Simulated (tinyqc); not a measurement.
UHF in the sto-3g basis, for H2O+, spin multiplicity 2, step by step (part 1 of 2). This run ends on a higher stationary point, not on the lowest solution. Computed by tinyqc, a small Python program that keeps every step (integrals from PySCF). Settings: charge = 1, multiplicity = 2, basis = sto-3g, energy threshold = 1e-09, iteration cap = 75, orthogonalisation = symmetric, start = highest core orbitals, DIIS depth = 0, method = UHF. Command: `OMP_NUM_THREADS=1 python tinyqc.py 31255 31256 out.jsonl` (the two numbers bound the seeds that draw the settings). One thread of a shared host (Intel(R) Xeon(R) Processor @ 2.60GHz), about 0.1 s of CPU time with the checks. Later iterations appear only in the table of the cycle.

## One-electron integrals

Geometry (angstrom):

| atom | x | y | z |
|---|---|---|---|
| O | 0.000000 | 0.000000 | 0.000000 |
| H | 0.000000 | 1.014000 | 0.622000 |
| H | 0.000000 | -1.030000 | 0.632000 |

Basis sto-3g: exponents (1/bohr^2) and contraction coefficients of normalised primitives:

| element | l (shell) | exponent | coefficient |
|---|---|---|---|
| O | s (1) | 130.709320 | 0.154329 |
| O | s (1) | 23.808861 | 0.535328 |
| O | s (1) | 6.443608 | 0.444635 |
| O | s (2) | 5.033151 | -0.099967 |
| O | s (2) | 1.169596 | 0.399513 |
| O | s (2) | 0.380389 | 0.700115 |
| O | p (3) | 5.033151 | 0.155916 |
| O | p (3) | 1.169596 | 0.607684 |
| O | p (3) | 0.380389 | 0.391957 |
| H | s (1) | 3.425251 | 0.154329 |
| H | s (1) | 0.623914 | 0.535328 |
| H | s (1) | 0.168855 | 0.444635 |

Overlap, kinetic and nuclear-attraction integrals over the contracted functions; the nuclear repulsion is the sum of Za Zb / Rab.

nuclear repulsion = 7.32087834 hartree

overlap S, lower triangle:
```
           1O 1s     1O 2s    1O 2px     1O 2py    1O 2pz     2H 1s     3H 1s
1O 1s   1.000000
1O 2s   0.236704  1.000000
1O 2px  0.000000  0.000000  1.000000
1O 2py  0.000000  0.000000  0.000000   1.000000
1O 2pz  0.000000  0.000000  0.000000   0.000000  1.000000
2H 1s   0.031071  0.336182  0.000000   0.261081  0.160150  1.000000
3H 1s   0.029728  0.326249  0.000000  -0.254932  0.156424  0.110858  1.000000
```

kinetic energy T (hartree), lower triangle:
```
            1O 1s     1O 2s    1O 2px     1O 2py    1O 2pz      2H 1s     3H 1s
1O 1s   29.003200
1O 2s   -0.168011  0.808128
1O 2px   0.000000  0.000000  2.528731
1O 2py   0.000000  0.000000  0.000000   2.528731
1O 2pz   0.000000  0.000000  0.000000   0.000000  2.528731
2H 1s   -0.008877  0.043754  0.000000   0.117863  0.072299   0.760032
3H 1s   -0.008774  0.038950  0.000000  -0.110201  0.067618  -0.010576  0.760032
```

nuclear attraction V (hartree), lower triangle:
```
             1O 1s      1O 2s     1O 2px     1O 2py     1O 2pz      2H 1s      3H 1s
1O 1s   -61.501203
1O 2s    -7.392030  -9.932388
1O 2px    0.000000   0.000000  -9.811272
1O 2py   -0.000266  -0.003082   0.000000  -9.916031
1O 2pz   -0.010349  -0.128300   0.000000  -0.001327  -9.850701
2H 1s    -0.992166  -2.502048   0.000000  -1.703020  -1.071785  -4.992472
3H 1s    -0.949016  -2.415305   0.000000   1.650501  -1.039535  -0.633483  -4.941408
```

core Hamiltonian H = T + V (hartree), lower triangle:
```
             1O 1s      1O 2s     1O 2px     1O 2py     1O 2pz      2H 1s      3H 1s
1O 1s   -32.498004
1O 2s    -7.560040  -9.124260
1O 2px    0.000000   0.000000  -7.282540
1O 2py   -0.000266  -0.003082   0.000000  -7.387300
1O 2pz   -0.010349  -0.128300   0.000000  -0.001327  -7.321970
2H 1s    -1.001044  -2.458294   0.000000  -1.585157  -0.999487  -4.232441
3H 1s    -0.957791  -2.376355   0.000000   1.540301  -0.971917  -0.644059  -4.181376
```

## Two-electron integrals

Functions are numbered as in S; the eight-fold symmetry (ij|kl) = (ji|kl) = (kl|ij) leaves the list below.

Two-electron integrals (ij|kl) in chemists' order, unique and non-zero (hartree):
```
(11|11) 4.785065    (21|11) 0.741380    (21|21) 0.136873    (22|11) 1.118947
(22|21) 0.256633    (22|22) 0.817206    (31|31) 0.024477    (32|31) 0.037809
(32|32) 0.180518    (33|11) 1.115814    (33|21) 0.256684    (33|22) 0.817023
(33|33) 0.880159    (41|41) 0.024477    (42|41) 0.037809    (42|42) 0.180518
(43|43) 0.047444    (44|11) 1.115814    (44|21) 0.256684    (44|22) 0.817023
(44|33) 0.785270    (44|44) 0.880159    (51|51) 0.024477    (52|51) 0.037809
(52|52) 0.180518    (53|53) 0.047444    (54|54) 0.047444    (55|11) 1.115814
(55|21) 0.256684    (55|22) 0.817023    (55|33) 0.785270    (55|44) 0.785270
(55|55) 0.880159    (61|11) 0.098392    (61|21) 0.018031    (61|22) 0.033659
(61|33) 0.033593    (61|41) 0.000694    (61|42) 0.001312    (61|44) 0.033739
(61|51) 0.000426    (61|52) 0.000805    (61|54) 0.000090    (61|55) 0.033648
(61|61) 0.002405    (62|11) 0.265637    (62|21) 0.061805    (62|22) 0.221189
(62|33) 0.217250    (62|41) 0.003949    (62|42) 0.031574    (62|44) 0.225675
(62|51) 0.002422    (62|52) 0.019368    (62|54) 0.005168    (62|55) 0.220420
(62|61) 0.008318    (62|62) 0.077346    (63|31) 0.006138    (63|32) 0.036913
(63|43) 0.006370    (63|53) 0.003907    (63|63) 0.010424    (64|11) 0.172649
(64|21) 0.040655    (64|22) 0.155361    (64|33) 0.148502    (64|41) 0.008393
(64|42) 0.057633    (64|44) 0.166805    (64|51) 0.001383    (64|52) 0.012710
(64|54) 0.007320    (64|55) 0.150596    (64|61) 0.005685    (64|62) 0.066077
(64|64) 0.066246    (65|11) 0.105905    (65|21) 0.024938    (65|22) 0.095300
(65|33) 0.091093    (65|41) 0.001383    (65|42) 0.012710    (65|44) 0.094506
(65|51) 0.006987    (65|52) 0.044710    (65|54) 0.008463    (65|55) 0.100192
(65|61) 0.003487    (65|62) 0.040532    (65|64) 0.034242    (65|65) 0.031428
(66|11) 0.438138    (66|21) 0.103559    (66|22) 0.427092    (66|33) 0.410926
(66|41) 0.007769    (66|42) 0.087791    (66|44) 0.445793    (66|51) 0.004765
(66|52) 0.053852    (66|54) 0.021387    (66|55) 0.424046    (66|61) 0.014019
(66|62) 0.197388    (66|64) 0.192540    (66|65) 0.118106    (66|66) 0.774606
(71|11) 0.094119    (71|21) 0.017249    (71|22) 0.032202    (71|33) 0.032140
(71|41) -0.000661   (71|42) -0.001250   (71|44) 0.032279    (71|51) 0.000405
(71|52) 0.000767    (71|54) -0.000085   (71|55) 0.032192    (71|61) 0.002261
(71|62) 0.007671    (71|64) 0.004848    (71|65) 0.003220    (71|66) 0.012827
(71|71) 0.002201    (72|11) 0.256423    (72|21) 0.059670    (72|22) 0.213833
(72|33) 0.210016    (72|41) -0.003807   (72|42) -0.030576   (72|44) 0.218179
(72|51) 0.002336    (72|52) 0.018761    (72|54) -0.005009   (72|55) 0.213090
(72|61) 0.007740    (72|62) 0.057070    (72|64) 0.034333    (72|65) 0.028969
(72|66) 0.114611    (72|71) 0.007682    (72|72) 0.072583    (73|31) 0.005899
(73|32) 0.035576    (73|43) -0.006151   (73|53) 0.003774    (73|63) 0.007308
(73|73) 0.009734    (74|11) -0.167437   (74|21) -0.039431   (74|22) -0.150897
(74|33) -0.144256   (74|41) 0.008081    (74|42) 0.055706    (74|44) -0.161968
(74|51) -0.001339   (74|52) -0.012352   (74|54) 0.007094    (74|55) -0.146293
(74|61) -0.004915   (74|62) -0.034559   (74|64) -0.014033   (74|65) -0.017239
(74|66) -0.065101   (74|71) -0.005272   (74|72) -0.062311   (74|74) 0.062640
(75|11) 0.102738    (75|21) 0.024195    (75|22) 0.092589    (75|33) 0.088514
(75|41) -0.001339   (75|42) -0.012352   (75|44) 0.091834    (75|51) 0.006720
(75|52) 0.043155    (75|54) -0.008188   (75|55) 0.097313    (75|61) 0.003264
(75|62) 0.029074    (75|64) 0.017199    (75|65) 0.021848    (75|66) 0.063207
(75|71) 0.003235    (75|72) 0.038234    (75|74) -0.032463   (75|75) 0.029653
(76|11) 0.063996    (76|21) 0.015018    (76|22) 0.058141    (76|33) 0.056921
(76|41) -3.92e-06   (76|42) -0.000054   (76|44) 0.058281    (76|51) 0.000940
(76|52) 0.008931    (76|54) -0.000011   (76|55) 0.059159    (76|61) 0.001993
(76|62) 0.019603    (76|64) 0.014677    (76|65) 0.011602    (76|66) 0.051342
(76|71) 0.001907    (76|72) 0.019054    (76|74) -0.014383   (76|75) 0.011327
(76|76) 0.006293    (77|11) 0.431775    (77|21) 0.102066    (77|22) 0.421575
(77|33) 0.405776    (77|41) -0.007573   (77|42) -0.086080   (77|44) 0.439848
(77|51) 0.004647    (77|52) 0.052818    (77|54) -0.020906   (77|55) 0.418604
(77|61) 0.013215    (77|62) 0.117102    (77|64) 0.066167    (77|65) 0.064288
(77|66) 0.258148    (77|71) 0.013213    (77|72) 0.190005    (77|74) -0.186298
(77|75) 0.114311    (77|76) 0.051342    (77|77) 0.774606
```

## Orthogonalisation

S = U s U^T; symmetric (Loewdin) form X = U s^(-1/2) U^T, so that X^T S X = 1.

eigenvalues of S: 0.495711  0.575912  0.898614  1.000000  1.087414  1.313534  1.628815

X, lower triangle:
```
            1O 1s      1O 2s    1O 2px     1O 2py     1O 2pz      2H 1s     3H 1s
1O 1s    1.023287
1O 2s   -0.133462   1.118979
1O 2px   0.000000   0.000000  1.000000
1O 2py  -0.000227   0.002474  0.000000   1.061888
1O 2pz  -0.005003   0.045269  0.000000   0.001036   1.021114
2H 1s    0.017359  -0.189895  0.000000  -0.158132  -0.088625   1.094235
3H 1s    0.016857  -0.182147  0.000000   0.153477  -0.085596  -0.037499  1.088474
```

## Starting guess

The start is the highest orbitals of the core Hamiltonian (a deliberately bad start); D(s) = C_occ C_occ^T for each spin.

D(alpha) at the start, lower triangle:
```
            1O 1s      1O 2s    1O 2px     1O 2py     1O 2pz      2H 1s     3H 1s
1O 1s    0.006253
1O 2s   -0.034912   0.223882
1O 2px   0.000000   0.000000  1.000000
1O 2py   0.002297  -0.006924  0.000000   1.175987
1O 2pz   0.057823  -0.212794  0.000000  -0.001291   0.954778
2H 1s    0.030400  -0.286694  0.000000  -0.345543  -0.152166   1.252032
3H 1s    0.029836  -0.274689  0.000000   0.337049  -0.146763  -0.078705  1.236312
```

D(beta) at the start, lower triangle:
```
            1O 1s      1O 2s    1O 2px     1O 2py     1O 2pz      2H 1s     3H 1s
1O 1s    0.006245
1O 2s   -0.034881   0.223756
1O 2px   0.000000   0.000000  1.000000
1O 2py  -0.000619   0.004880  0.000000   0.068252
1O 2pz   0.057820  -0.212782  0.000000  -0.002420   0.954776
2H 1s    0.030747  -0.288099  0.000000  -0.213779  -0.152032   1.236359
3H 1s    0.029491  -0.273293  0.000000   0.206042  -0.146896  -0.063122  1.220819
```

## Iteration 1: building the Fock matrix

J_ij = sum D_kl (ij|kl) with D = D(alpha) + D(beta), K_ij = sum D_kl (ik|jl) for each spin; F = H + J - K(s); E = tr D H + tr D J / 2 - 0.5 sum_s tr D(s) K(s) + E_nn.

Coulomb J (hartree), lower triangle:
```
            1O 1s      1O 2s    1O 2px     1O 2py    1O 2pz     2H 1s     3H 1s
1O 1s    7.277933
1O 2s    1.682274   5.706137
1O 2px   0.000000   0.000000  5.681978
1O 2py  -0.000375  -0.000863  0.000000   5.718023
1O 2pz  -0.019954  -0.006470  0.000000   0.000227  5.714670
2H 1s    0.220181   1.684454  0.000000   1.252322  0.777101  4.126143
3H 1s    0.210682   1.630918  0.000000  -1.219170  0.756594  0.480095  4.103463
```

exchange K(alpha) (hartree), lower triangle:
```
            1O 1s      1O 2s    1O 2px     1O 2py    1O 2pz     2H 1s     3H 1s
1O 1s    0.081416
1O 2s    0.115031   0.617830
1O 2px   0.000000   0.000000  0.992285
1O 2py  -0.000388  -0.009953  0.000000   1.036894
1O 2pz  -0.009687  -0.253612  0.000000  -0.002205  0.935151
2H 1s    0.018563   0.195938  0.000000   0.236744  0.082249  0.801296
3H 1s    0.017952   0.192733  0.000000  -0.235466  0.081404  0.056305  0.802866
```

exchange K(beta) (hartree), lower triangle:
```
            1O 1s      1O 2s    1O 2px     1O 2py    1O 2pz     2H 1s     3H 1s
1O 1s    0.054649
1O 2s    0.074495   0.433527
1O 2px   0.000000   0.000000  0.942908
1O 2py   0.000021   0.001858  0.000000   0.145834
1O 2pz  -0.009309  -0.249298  0.000000  -0.002749  0.886674
2H 1s    0.010409   0.148104  0.000000   0.112913  0.078357  0.765148
3H 1s    0.010012   0.143248  0.000000  -0.109818  0.077488  0.060936  0.767066
```

F(alpha) (hartree), lower triangle:
```
             1O 1s      1O 2s     1O 2px     1O 2py     1O 2pz      2H 1s      3H 1s
1O 1s   -25.301487
1O 2s    -5.992797  -4.035953
1O 2px    0.000000   0.000000  -2.592848
1O 2py   -0.000253   0.006009   0.000000  -2.706172
1O 2pz   -0.020617   0.118842   0.000000   0.001105  -2.542452
2H 1s    -0.799426  -0.969778   0.000000  -0.569578  -0.304635  -0.907593
3H 1s    -0.765061  -0.938170   0.000000   0.556597  -0.296727  -0.220269  -0.880779
```

F(beta) (hartree), lower triangle:
```
             1O 1s      1O 2s     1O 2px     1O 2py     1O 2pz      2H 1s      3H 1s
1O 1s   -25.274720
1O 2s    -5.952261  -3.851650
1O 2px    0.000000   0.000000  -2.543471
1O 2py   -0.000662  -0.005802   0.000000  -1.815111
1O 2pz   -0.020994   0.114528   0.000000   0.001649  -2.493975
2H 1s    -0.791271  -0.921944   0.000000  -0.445747  -0.300743  -0.871445
3H 1s    -0.757121  -0.888685   0.000000   0.430948  -0.292811  -0.224900  -0.844979
```

total energy of this density = -26.35416654 hartree

## Iteration 1: diagonalisation and new density

Diagonalise F' = X^T F X, C = X C', fill 5 alpha and 4 beta electrons from the bottom; D(s) = C_occ C_occ^T. Each column has its largest component positive (the first on a tie).

F' = X^T F X (alpha) (hartree), lower triangle:
```
            1          2          3          4          5          6          7
1  -24.974940
2   -2.688683  -3.057285
3    0.000000   0.000000  -2.592848
4   -0.001149   0.007118   0.000000  -2.711479
5   -0.043928   0.132702   0.000000   0.001349  -2.542165
6   -0.111970  -0.254728   0.000000  -0.137704  -0.068209  -0.645592
7   -0.103885  -0.245454   0.000000   0.134546  -0.066045  -0.045194  -0.632533
```

orbital energies (alpha) (hartree): MO1 -25.301513, MO2 -2.835783, MO3 -2.728632, MO4 -2.592848, MO5 -2.498461, MO6 -0.623661, MO7 -0.575943

coefficients C (alpha):
```
              MO1        MO2        MO3       MO4        MO5        MO6        MO7
1O 1s    1.000001  -0.228715  -0.009980  0.000000  -0.099296   0.056937   0.005107
1O 2s   -0.000110   0.978543   0.043205  0.000000   0.432119  -0.440077  -0.037570
1O 2px   0.000000   0.000000   0.000000  1.000000   0.000000   0.000000   0.000000
1O 2py   0.000005  -0.050423   1.036456  0.000000   0.015468  -0.038998   0.312460
1O 2pz   0.000773  -0.367624  -0.031007  0.000000   0.942195  -0.189239  -0.016656
2H 1s    0.000415  -0.040723  -0.085378  0.000000  -0.064961   0.853937  -0.724984
3H 1s    0.000403  -0.047850   0.081385  0.000000  -0.061290   0.676536   0.883264
```

F' = X^T F X (beta) (hartree), lower triangle:
```
            1          2          3          4          5          6          7
1  -24.954566
2   -2.671707  -2.876204
3    0.000000   0.000000  -2.543471
4   -0.000138  -0.004686   0.000000  -1.787343
5   -0.043509   0.128328   0.000000   0.002142  -2.493320
6   -0.112656  -0.237027   0.000000  -0.137197  -0.068120  -0.637614
7   -0.104607  -0.228397   0.000000   0.132926  -0.065643  -0.044558  -0.624759
```

orbital energies (beta) (hartree): MO1 -25.274799, MO2 -2.681056, MO3 -2.543471, MO4 -2.426032, MO5 -1.816957, MO6 -0.618393, MO7 -0.556568

coefficients C (beta):
```
              MO1        MO2       MO3        MO4        MO5        MO6        MO7
1O 1s    1.000401  -0.207184  0.000000  -0.136072   0.001737   0.057263   0.003731
1O 2s   -0.001864   0.890773  0.000000   0.592589  -0.007443  -0.442522  -0.026396
1O 2px   0.000000   0.000000  1.000000   0.000000   0.000000   0.000000   0.000000
1O 2py   0.000020   0.007545  0.000000   0.003755   1.015470  -0.036520   0.378933
1O 2pz   0.000725  -0.524580  0.000000   0.865032   0.001202  -0.190617  -0.011411
2H 1s    0.000640  -0.033433  0.000000  -0.069507  -0.031037   0.834455  -0.751498
3H 1s    0.000626  -0.031135  0.000000  -0.067568   0.031947   0.700014   0.868303
```

D(alpha) after iteration 1, lower triangle:
```
            1O 1s      1O 2s    1O 2px     1O 2py     1O 2pz      2H 1s     3H 1s
1O 1s    1.062271
1O 2s   -0.267256   1.146140
1O 2px   0.000000   0.000000  1.000000
1O 2py  -0.000342   0.002123  0.000000   1.077023
1O 2pz  -0.008392   0.046064  0.000000   0.000973   1.023842
2H 1s    0.017032  -0.071609  0.000000  -0.087442  -0.043587   0.013168
3H 1s    0.016620  -0.069792  0.000000   0.085816  -0.042680  -0.001018  0.012670
```

D(beta) after iteration 1, lower triangle:
```
            1O 1s      1O 2s    1O 2px     1O 2py     1O 2pz     2H 1s     3H 1s
1O 1s    1.062243
1O 2s   -0.267053   1.144642
1O 2px   0.000000   0.000000  1.000000
1O 2py  -0.002054   0.008945  0.000000   0.000071
1O 2pz  -0.008296   0.045326  0.000000  -0.000710   1.023464
2H 1s    0.017025  -0.070971  0.000000  -0.000513  -0.042587  0.005949
3H 1s    0.016271  -0.067775  0.000000  -0.000489  -0.042115  0.005738  0.005535
```

## Iteration 2: building the Fock matrix

As before.

Coulomb J (hartree), lower triangle:
```
            1O 1s     1O 2s    1O 2px     1O 2py    1O 2pz     2H 1s     3H 1s
1O 1s   17.443637
1O 2s    3.282069  7.975451
1O 2px   0.000000  0.000000  8.000698
1O 2py   0.000547  0.002614  0.000000   7.902402
1O 2pz   0.002185  0.003861  0.000000  -0.000189  8.000174
2H 1s    0.432791  2.077950  0.000000   1.422326  0.880350  3.838221
3H 1s    0.413996  2.007304  0.000000  -1.379565  0.854740  0.534878  3.785642
```

exchange K(alpha) (hartree), lower triangle:
```
           1O 1s     1O 2s    1O 2px     1O 2py    1O 2pz     2H 1s     3H 1s
1O 1s   4.920775
1O 2s   0.858454  1.434944
1O 2px  0.000000  0.000000  1.180091
1O 2py  0.000011  0.000110  0.000000   1.184668
1O 2pz  0.000333  0.003817  0.000000   0.000002  1.181232
2H 1s   0.120186  0.341969  0.000000   0.182989  0.113946  0.142001
3H 1s   0.115070  0.329882  0.000000  -0.177164  0.110365  0.065687  0.132967
```

exchange K(beta) (hartree), lower triangle:
```
           1O 1s     1O 2s    1O 2px     1O 2py    1O 2pz     2H 1s     3H 1s
1O 1s   4.894625
1O 2s   0.818608  1.250966
1O 2px  0.000000  0.000000  1.131044
1O 2py  0.000248  0.007144  0.000000   0.292664
1O 2pz  0.000564  0.006686  0.000000  -0.001062  1.132827
2H 1s   0.111938  0.291074  0.000000   0.044115  0.109218  0.097818
3H 1s   0.107083  0.278706  0.000000  -0.039272  0.105877  0.073335  0.090322
```

F(alpha) (hartree), lower triangle:
```
             1O 1s      1O 2s     1O 2px     1O 2py     1O 2pz      2H 1s      3H 1s
1O 1s   -19.975141
1O 2s    -5.136426  -2.583754
1O 2px    0.000000   0.000000  -0.461933
1O 2py    0.000269  -0.000578   0.000000  -0.669567
1O 2pz   -0.008497  -0.128256   0.000000  -0.001518  -0.503028
2H 1s    -0.688438  -0.722314   0.000000  -0.345821  -0.233082  -0.536220
3H 1s    -0.658866  -0.698933   0.000000   0.337899  -0.227542  -0.174869  -0.528701
```

F(beta) (hartree), lower triangle:
```
             1O 1s      1O 2s     1O 2px     1O 2py     1O 2pz      2H 1s      3H 1s
1O 1s   -19.948991
1O 2s    -5.096580  -2.399776
1O 2px    0.000000   0.000000  -0.412886
1O 2py    0.000033  -0.007612   0.000000   0.222438
1O 2pz   -0.008728  -0.131125   0.000000  -0.000454  -0.454623
2H 1s    -0.680190  -0.671418   0.000000  -0.206946  -0.228354  -0.492037
3H 1s    -0.650878  -0.647756   0.000000   0.200008  -0.223054  -0.182517  -0.486056
```

total energy of this density = -73.80000469 hartree
